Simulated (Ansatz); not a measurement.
The same path of BFH2O (5 atoms, charge 0, multiplicity 1) was run twice with different band settings. Lost on the way: B1–H2, B1–O3. Made: H2–O3.

Theory: RHF/def2-SVP in Ansatz 0.2.0.

Relaxed end points:

```xyz
5
Properties=species:S:1:pos:R:3
B 0.248 -0.088 0.187
H 0.170 -0.059 1.383
O 1.367 -0.404 -0.467
H 2.106 -0.610 0.083
F -0.817 0.209 -0.524
```

```xyz
5
Properties=species:S:1:pos:R:3
B -1.302 -0.028 0.019
H 1.578 -0.262 1.330
O 1.658 -0.116 0.399
H 2.186 -0.833 0.078
F -1.046 0.288 -1.165
```

Common settings: movable images 9; climbing image yes; optimiser quadratic models (default); start path through a guess of the saddle point; force threshold 0.05 eV/Å; iteration limit 60; end points relaxed.

| run | spring |
| --- | --- |
| 1 | 5.0 eV/Å² |
| 2 | 0.1 eV/Å² |

**Question.** What does each run give, and how far can it be trusted?

**Answer.** Run 1: converged after 29 iterations, highest image 5.458 eV above the first end. The profile has 2 maxima (images 1, 5) with wells between them (image 2): this band takes more than one step, which may be the mechanism or a detour left from its start path. Neighbouring images differ by up to 3.3 eV, so the band resolves the path poorly. A vibrational analysis at the climbing image gives one clearly imaginary mode, 1953i cm⁻¹: a first-order saddle point.
Run 2: converged after 14 iterations, highest image 5.458 eV above the first end. Neighbouring images differ by up to 2.4 eV, so the band resolves the path poorly. Another band between the same ends (9 images) ends at a top of the same energy, where a vibrational analysis finds 1 clearly imaginary mode.
The orbitals stay closed-shell, which can raise the energy where a bond breaks towards radicals; this wasn't checked here.
